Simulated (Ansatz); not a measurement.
## Ansatz (development build ahead of 0.2.0) run

```yaml
crystal:
  periodic: [false, false, false]
  atoms:
    - { symbol: H, position_ang: [-0.04814, -0.00828, -1.91655] }
    - { symbol: C, position_ang: [-0.03889, -0.00493, -0.66335] }
    - { symbol: O, position_ang: [-0.04054, -0.03868, 0.72882] }
basis:
  gaussian: { orbitals: def2-SVP }
total_charge: 1
hamiltonian:
  xc: hf
```

The input is written out in the form of the current development build from the run's settings.

Results

```json
{
  "Converged": "yes",
  "Total energy": "-112.69808 hartree",
  "Spin squared of the determinant": "0.000"
}
```

Caution: stretched shape with no unrestricted run beside it, a lower state can exist.
